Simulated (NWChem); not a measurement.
Species: P, quartet

All runs: NWChem. Pople sets run with spherical d functions. Spin-unrestricted. No stability test was run on the SCF state.

### Question
Predict the results for BHandHLYP/6-31G*. Quantities: highest occupied level (eV); lowest empty minus highest occupied level, either spin (eV); <S²>.

### Answer
* **highest occupied level (eV)**: -8.39
* **lowest empty minus highest occupied level, either spin (eV)**: 6.67
* **<S²>**: 3.75
